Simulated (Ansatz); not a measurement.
AlC2: from a trial structure to a relaxed crystal

These are results of DFT PBE, scalar-relativistic, plane waves, PAW (Ansatz), not measurements. Cutoff 420 eV, Γ-centred k mesh, Gaussian smearing, no spin polarisation in the final step.

The start puts AlC2 on the MoSi2 (C11b) structure type (I4/mmm, No. 139), with Al in place of Mo, C in place of Si, at a guessed volume.

```yaml
crystal:
  lattice:
    - [-1.43677, 1.43677, 3.52459]
    - [1.43677, -1.43677, 3.52459]
    - [1.43677, 1.43677, -3.52459]
  atoms:
    - { symbol: Al, position: [0.00000, 0.00000, 0.00000] }
    - { symbol: C, position: [0.66500, 0.66500, 0.00000] }
    - { symbol: C, position: [0.33500, 0.33500, 0.00000] }
```

Cell and atoms relax at zero pressure; the relaxation can't lower the symmetry of the start. After a coarse first stage the cell is made exact in the group found at 0.06 Å.

Energies over the elements count from the elements' standard structures at the same level, with no empirical corrections.

Question: What does it relax into?

Answer: It keeps I4/mmm (No. 139), but not the shape of the type it started on. The result has the CaC2 structure. Conventional cell: a = 3.302 Å, c = 5.270 Å. Al is coordinated by 2 C at 1.97 Å and 8 C at 2.43 Å; C has 1 C at 1.33 Å.

```cif
data_structure
_symmetry_space_group_name_H-M 'I4/mmm'
_symmetry_Int_Tables_number 139
_cell_length_a 3.3025
_cell_length_b 3.3025
_cell_length_c 5.2696
_cell_angle_alpha 90.000
_cell_angle_beta 90.000
_cell_angle_gamma 90.000
_cell_volume 57.47
loop_
_atom_site_label
_atom_site_type_symbol
_atom_site_symmetry_multiplicity
_atom_site_Wyckoff_symbol
_atom_site_fract_x
_atom_site_fract_y
_atom_site_fract_z
_atom_site_occupancy
Al1 Al 2 a 0.00000 0.00000 0.00000 1
C1 C 4 e 0.50000 0.50000 0.12641 1
```

Question: What are its volume, energy, density and gap?

Answer: The volume per atom is 9.58 Å³, the density is 2.95 g/cm³ and the energy over the elements is 1.04 eV/atom. The gap on the 20×20×20 mesh is 0 eV (a metal).

The final run used a 20×20×20 mesh on its 3-atom cell and 0.10 eV smearing. For metals, differences of a few meV/atom aren't resolved. A structure relaxed within its symmetry needn't be a true minimum.

Cost: 3 runs of about 1.5 core-minutes in all, on Arm Neoverse V1 (shared hosts).